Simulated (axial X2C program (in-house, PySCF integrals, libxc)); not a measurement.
## Worked dissociation energy of SN⁺: MP2, scalar-relativistic

Computed with an axial X2C code built on PySCF integrals. Spin-free means the one-electron spin-free X2C Hamiltonian. Basis: S dyall-av3z [9s8p3d2f], N dyall-av3z [7s7p3d2f] (cores contracted in-house); Gaussian nuclei, density fitting, unrestricted open shells. Masses: S 31.972 u, N 14.003 u.

Molecular state: M_S = 0, Λ = 0 (closed shell).

Correlated methods: 10 electrons correlated (number of frozen shells: S 2 s, 1 p; N 1 s), 198 virtual spin orbitals or spinors in MP2.

- E(S+) (2M_S = 3, M_L = 0): -398.350525 hartree
- E(N) (2M_S = 3, M_L = 0): -54.533472 hartree
- E(SN⁺) at Re: -453.117981 hartree
- ωe: 1252.1 cm⁻¹
- ωexe: 11.2 cm⁻¹

Q: Work out De and D0.

A: De = -398.350525 + (-54.533472) − (-453.117981) = 0.23398 hartree = 6.367 eV. The zero-point energy is ωe/2 − ωexe/4 = 623 cm⁻¹ = 0.077 eV, so D0 = 6.290 eV.

Occupations by symmetry block were frozen at the best pattern of an incomplete PBE0 search. Closed shells are restricted here (equal orbitals for both partners); the stretched side of such a curve lies too high. De is counted from the lowest determinant-based energies of the atoms at the same level, without counterpoise correction.

Each atomic determinant is the lowest at this level and need not be a pure term. Totals compare only within one Hamiltonian and basis.
